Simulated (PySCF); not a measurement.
One of the candidates below gave these computed data.

All candidates are C5H10.

- 1H NMR: chemical shifts (computed TMS as zero) by class: 5.06 (1 H), 4.99 (1 H), 1.97 (2 H), 1.76 (3 H), 1.02 (3 H) ppm [GIAO PBE0/pcSseg-1]
- Rotational structure: rotational constants A, B, C: 7.239, 3.754, 2.853 GHz [PBE0-D3(BJ)/def2-SVP]
- Couplings: largest of the computed one-bond spin–spin couplings (means over like bonds): 13C–1H +165.6, 13C–1H +165.2, 13C–1H +132.9 (×3), 13C–1H +132.4 (×3), 13C–1H +131.3 (×2), 13C–13C +78.0, 13C–13C +44.7, 13C–13C +43.1 Hz [B3LYP/pcJ-1, spin–dipole term left out]
- 13C NMR: chemical shifts (computed TMS as zero) by class: 156.4 (1 C), 118.4 (1 C), 35.6 (1 C), 22.8 (1 C), 15.7 (1 C) ppm [GIAO PBE0/pcSseg-1]
- Dipole: 0.56 D [PBE0/pcSseg-1]

The electronic properties come from PySCF, for the isolated species, density fitting. Levels stand in brackets. One conformer (not necessarily the lowest) at the PBE0-D3(BJ)/def2-SVP geometry, without solvent, vibrations or thermal averaging. NMR values are class means; diastereotopic atoms form classes of their own.

Problem. Which candidate is it?
A. `C1CCCC1` (cyclopentane)
B. `C=CC(C)C` (3-methyl-1-butene)
C. `C=C(C)CC` (2-methyl-1-butene)

Solution. C. It is `C=C(C)CC`. Numbering: `[CH2:1]=[C:2]([CH3:3])[CH2:4][CH3:5]`. Its formula, C5H10, gives 1 degree of unsaturation: 0 rings and 1 π bond in the structure found. 5 carbons fall into 5 classes; from least to most shielded: fully substituted alkene carbon [C2] (156.4 ppm), terminal =CH2 carbon [C1] (118.4 ppm), allylic carbon [C4] (35.6 ppm), allylic carbon [C3] (22.8 ppm), methyl carbon [C5] (15.7 ppm). Hydrogen classes from least to most shielded: 1 H on a terminal =CH2 carbon, C1 (5.06 ppm), 1 H on a terminal =CH2 carbon, C1 (4.99 ppm), 2 H on an allylic carbon, C4 (1.97 ppm), 3 H on an allylic carbon, C3 (1.76 ppm, a mean of values up to 0.5 ppm apart in this geometry), 3 H on a methyl carbon, C5 (1.02 ppm). The couplings run between: +165.6 Hz, terminal =CH2 carbon [C1] and its hydrogen; +165.2 Hz, terminal =CH2 carbon [C1] and its hydrogen; +132.9 Hz, methyl carbon [C5] and its hydrogen (with 2 like pairs); +132.4 Hz, allylic carbon [C3] and its hydrogen (with 2 like pairs); +131.3 Hz, allylic carbon [C4] and its hydrogen (with 1 like pair); +78.0 Hz, terminal =CH2 carbon [C1] and fully substituted alkene carbon [C2]; +44.7 Hz, fully substituted alkene carbon [C2] and allylic carbon [C3]; +43.1 Hz, fully substituted alkene carbon [C2] and allylic carbon [C4]. The optimised geometry has point group C1 and is an asymmetric top.

The others, at the same levels:
- `C=CC(C)C` fails: it has 4 carbon classes against 5; its computed 13C shifts are 155.9 (1 C), 119.7 (1 C), 38.2 (1 C), 24.8 (2 C) ppm, 1H shifts are 5.80 (1 H), 5.31 (1 H), 5.13 (1 H), 2.00 (1 H), 0.99 (6 H) ppm and rotational constant A is 7.542 GHz (against 7.239 GHz).
- `C1CCCC1` fails: it has 1 carbon class against 5; its computed 13C shifts are 28.0 (5 C) ppm, 1H shifts are 1.45 (10 H) ppm and rotational constant A is 6.532 GHz (against 7.239 GHz).

Each candidate is one conformer, not necessarily the lowest. The conformers computed, where there is a choice (atom-mapped SMILES and torsion angles):
- `[CH2:1]=[C:2]([CH3:3])[CH2:4][CH3:5]`: C1–C2–C4–C5 -113°
- `[CH2:1]=[CH:2][CH:3]([CH3:4])[CH3:5]`: C1–C2–C3–C4 -118°
